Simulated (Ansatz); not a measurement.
The inner images of a band of AlH$_{5}$OS (8 atoms, charge 0, multiplicity 1) are given out of order.

Computed with RKS B3LYP/def2-SVP (Ansatz).

Image 0:

```xyz
8
Properties=species:S:1:pos:R:3
Al -0.026 0.027 0.245
O -0.231 -0.607 1.846
H -1.049 -1.026 2.129
H 1.472 0.071 -0.274
H -1.280 0.045 -0.733
S -0.044 2.599 1.098
H 1.300 2.674 1.238
H -0.211 2.090 2.342
```

Image 6:

```xyz
8
Properties=species:S:1:pos:R:3
Al 0.085 0.512 0.137
O -0.275 -0.138 2.026
H -1.069 -0.670 2.195
H 1.520 -0.056 -0.215
H -1.244 0.021 -0.583
S -0.013 2.671 0.823
H 1.318 2.807 1.031
H -0.391 0.726 2.476
```

Problem. Put them in order from the first end to the last, with their energies above the first end.
A.
```xyz
8
Properties=species:S:1:pos:R:3
Al 0.074 0.476 0.097
O -0.230 -0.093 2.010
H -0.996 -0.626 2.275
H 1.510 -0.061 -0.292
H -1.258 0.012 -0.635
S -0.046 2.628 0.872
H 1.254 2.698 1.244
H -0.376 0.838 2.319
```
B.
```xyz
8
Properties=species:S:1:pos:R:3
Al 0.041 0.266 0.144
O -0.238 -0.131 1.921
H -0.951 -0.681 2.274
H 1.528 0.011 -0.331
H -1.247 0.038 -0.751
S -0.106 2.517 1.162
H 1.213 2.620 1.452
H -0.308 1.232 2.020
```
C.
```xyz
8
Properties=species:S:1:pos:R:3
Al 0.057 0.386 0.099
O -0.227 -0.058 1.971
H -0.952 -0.602 2.318
H 1.518 -0.035 -0.328
H -1.258 0.008 -0.705
S -0.082 2.560 1.025
H 1.222 2.633 1.388
H -0.346 0.980 2.123
```
D.
```xyz
8
Properties=species:S:1:pos:R:3
Al 0.008 0.131 0.190
O -0.226 -0.287 1.891
H -0.975 -0.777 2.243
H 1.501 0.023 -0.326
H -1.265 0.037 -0.753
S -0.080 2.574 1.159
H 1.247 2.630 1.422
H -0.279 1.541 2.064
```
E.
```xyz
8
Properties=species:S:1:pos:R:3
Al -0.014 0.065 0.216
O -0.220 -0.444 1.869
H -1.004 -0.896 2.194
H 1.479 0.049 -0.315
H -1.282 0.028 -0.743
S -0.049 2.605 1.120
H 1.286 2.645 1.340
H -0.264 1.821 2.209
```

Solution. E (+0.013 eV), D (+0.068 eV), B (+0.195 eV), C (-0.122 eV), A (-0.291 eV).

Run time: 2.7 min on 1 thread of Arm Neoverse V1, on a shared host, peak memory 0.16 GiB.
